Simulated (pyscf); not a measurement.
germane (GeH₄) + acetylene (HC≡CH) -> H₂C=CH–GeH₃ (addition across a multiple bond or ene-type step; singlet surface; Ge–H broken, C–Ge, C–H formed). PySCF, gas phase, ωB97X-D3(BJ)/def2-SVP geometries. MP2 and CC: frozen core, UHF for open shells. ΔMP2 is the change of the MP2 total energy from the triple- to the quadruple-zeta basis. Energies in kcal/mol from the separated reactants.

```csv
level,barrier,reaction energy
r²SCAN/def2-TZVP,47.6,-44.4
PBE0-D3(BJ)/def2-TZVP,47.5,-47.2
ωB97M-D3(BJ)/def2-TZVP,53.5,-41.8
MP2/def2-QZVPP,60.1,-41.3
CCSD/def2-TZVPP,58.9,-41.3
CCSD(T)/def2-TZVPP,56.6,-41.5
CCSD(T)/def2-TZVPP + ΔMP2(QZVPP),56.5,-41.5
```

From the product side, •HC=CH₂ + GeH₃• lies, by one bond made or cut, 6.0 kcal/mol under this saddle at ωB97M-D3(BJ). This is the saddle that the search found; another between the same sides may lie lower. The CCSD(T) − MP2 part came from Ansatz, without density fitting, on the same reference. The frozen core leaves the outer d or s,p core shells of the metals and heavy elements correlated in the MP2 and CC values, and def2-TZVPP describes them poorly, which can shift differences by a few kcal/mol. Elements up to Kr have no core potential and no relativistic terms here.
